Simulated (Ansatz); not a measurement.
# H2Si–PH⁺, doublet: the ladder up to UCCSDT(Q)

Geometry: that of the H2Si–PH, triplet, kept fixed.

```xyz
5

Si   -0.1152    0.0000    1.1364
P     0.1106    0.0000   -1.0974
H     0.5486   -1.2064    1.7149
H     0.5486    1.2064    1.7149
H    -1.2866    0.0000   -1.3719
```

Basis cc-pVDZ; Ansatz 0.2.0. Only valence electrons are correlated (noble-gas cores frozen), which leaves 11 electrons in 41 orbitals. Prefix R: restricted or restricted open-shell reference; prefix U: unrestricted.

Full CI isn't at hand for all of this; UCCSDT(Q) serves as the reference, and is uncertain by the last step of the cluster series or more. The frozen core follows each run's orbitals, which can shift R against U totals by a few meV.

Unrestricted rows (U) aren't spin-pure: their determinants' ⟨S²⟩ exceeds S(S+1) by up to 0.32, so they mix in states of higher spin. For open shells CISD is restricted-active-space CI with the open shells as a complete middle space.

```
UHF ⟨S²⟩                          : 1.071
T1 diagnostic (RCCSD)             : 0.0311
largest doubles amplitude (RCCSD) : 0.100
T1 diagnostic (UCCSD)             : 0.0551
```

Task: From what is known of these methods and the diagnostics, rank them by the size of their error in total energy against UCCSDT(Q) in cc-pVDZ, smallest first (an estimate: the text doesn't fix the numbers).
A. UCCSD
B. RHF
C. UMP2
D. CISD
E. RCCSDT

Result: E (0.60 mEh), A (10.49 mEh), D (30.72 mEh), C (57.37 mEh), B (238.86 mEh).

All errors are against UCCSDT(Q) in cc-pVDZ. Within each family the higher level lies nearer, as is usual though not guaranteed.
